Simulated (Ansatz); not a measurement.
A calculation with Ansatz (development build ahead of 0.2.0).

```yaml
crystal:
  periodic: [false, false, false]
  atoms:
    - { symbol: C, position_ang: [0.0, 1.4092, 0.0] }
    - { symbol: C, position_ang: [1.2204, 0.7046, 0.0] }
    - { symbol: C, position_ang: [1.2204, -0.7046, 0.0] }
    - { symbol: C, position_ang: [0.0, -1.4092, 0.0] }
    - { symbol: C, position_ang: [-1.2204, -0.7046, 0.0] }
    - { symbol: C, position_ang: [-1.2204, 0.7046, 0.0] }
    - { symbol: H, position_ang: [2.1713, 1.2536, 0.0] }
    - { symbol: H, position_ang: [2.1713, -1.2536, 0.0] }
    - { symbol: H, position_ang: [0.0, -2.5072, 0.0] }
    - { symbol: H, position_ang: [-2.1713, -1.2536, 0.0] }
    - { symbol: H, position_ang: [-2.1713, 1.2536, 0.0] }
basis:
  gaussian: { orbitals: def2-TZVP }
magnetization:
  spin_polarized: true
  initial_magnetization: 1
hamiltonian:
  xc: hf
```

The input is written out in the form of the current development build from the run's settings.

The run gave:

```json
{"Converged": "yes", "Total energy": "-230.13816 hartree", "Spin squared of the determinant": "1.469", "Stability test": "minimum"}
```

Caution: the unrestricted determinant is spin contaminated.
